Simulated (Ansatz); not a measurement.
Worked example: the barrier

An elementary step of AlNH6O, closed shell (AlH₃O ([OH][AlH2]) + NH₃ → AlNH₄ ([NH2][AlH2]) + H₂O (still joined by a long Al–O bond); bonds formed: O2–H5; dative contacts that become bonds: Al1–N6; bonds broken: H5–N6; bonds weakened to dative contacts: Al1–O2). “Start” is the structure reached by relaxing down from the saddle towards the reactants; PBE0-D4/def2-TZVP structures. The saddle:

Al1  (-0.846, -0.243, -0.387)
O2  (0.632, 0.790, -1.059)
H3  (-0.784, -1.684, -1.064)
H4  (-2.159, 0.645, -0.351)
H5  (0.916, 0.543, -0.002)
N6  (0.275, -0.086, 1.143)
H7  (1.231, 0.426, -1.716)
H8  (0.719, -0.909, 1.527)
H9  (0.016, 0.518, 1.911)
(Å)

Ansatz 0.2.0; basis: def2-TZVPP and def2-QZVPP; cores frozen in the correlated methods.

Energies in eV:

| quantity | saddle | start |
| --- | --- | --- |
| Hartree–Fock, triple zeta (X = 3) | -10199.47526 | -10200.85147 |
| Hartree–Fock, quadruple zeta (X = 4) | -10199.85703 | -10201.24201 |
| MP2 correlation, X = 3 | -15.91388 | -15.52421 |
| MP2 correlation, X = 4 | -17.09692 | -16.70793 |
| CCSD(T) correlation, X = 3 | -17.17842 | -16.82244 |

Q: Work out the barrier at the basis limit: extrapolate Hartree–Fock as E(X) = E∞ + A exp(−7.88 √X) and the MP2 correlation as E(X) = E∞ + B X^−2.97 (the exponents that Neese and Valeev fitted for def2-TZVPP and QZVPP), then add CCSD(T) − MP2 in triple zeta.

A: Each step is linear, so take the differences first (saddle − start): Hartree–Fock 1.37621 (X = 3) and 1.38498 (X = 4); MP2 correlation -0.38967 and -0.38899; CCSD(T) correlation -0.35598.
Two points give E∞ = E(4) + w [E(4) − E(3)], with w = 1/(exp(7.88 (2 − √3)) − 1) = 0.1377 for Hartree–Fock and w = 1/((4/3)^2.97 − 1) = 0.7407 for the correlation.
Hartree–Fock: 1.38498 + 0.1377 × 0.00877 = 1.3862 eV.
MP2 correlation: -0.38899 + 0.7407 × 0.00068 = -0.3885 eV.
CCSD(T) − MP2: -0.35598 − (-0.38967) = 0.0337 eV.
Sum: 1.3862 + (-0.3885) + 0.0337 = 1.0314 eV, or 23.78 kcal/mol. Plain CCSD(T) in triple zeta gives 1.0202 eV, so the larger basis shifts the result by 0.0112 eV.

No T1 diagnostic of these runs exceeds 0.010.

Labels in which every atom is bracketed show which atoms are joined, not bond orders.

For scale, one of the runs: CCSD(T)/def2-TZVPP, 188 basis functions (an equivalent command: `ansatz run in.yaml --threads 2`). The run took 39 s on 2 CPU threads (shared host), with 1.9 GiB of host memory at its peak.
